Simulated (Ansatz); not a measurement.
doublet SiO(+): levels of theory in one basis

```yaml
atoms:
  - { symbol: Si, position_ang: [0.0000, 0.0000, 0.0000] }
  - { symbol: O, position_ang: [0.0000, 0.0000, 1.5950] }
```

Basis set: def2-SVP (spherical functions). Left uncorrelated: 6 orbitals. Correlation on ROHF uses semicanonical orbitals with singles. Charge 1, multiplicity 2.

Computed with Ansatz (development build ahead of 0.2.0); each method stands on the lowest determinant of its kind that the runs found.

```json
{"method": "ROHF", "E − E(ROHF) (eV)": "0.00", "<S²> of the determinant": "0.75"}
{"method": "UHF", "E − E(ROHF) (eV)": "-0.10", "<S²> of the determinant": "0.76"}
{"method": "ROHF-MP2", "E − E(ROHF) (eV)": "-5.38", "<S²> of the determinant": "–"}
{"method": "UHF-MP2", "E − E(ROHF) (eV)": "-5.38", "<S²> of the determinant": "0.76"}
{"method": "ROHF-CCSD(T)", "E − E(ROHF) (eV)": "-6.23", "<S²> of the determinant": "–"}
```

Caution: the determinant may break the point group. Caution for ROHF-MP2, UHF-MP2: MP2 on this radical cation hangs on the determinant chosen. Caution for ROHF-CCSD(T): another reference gives a lower total.
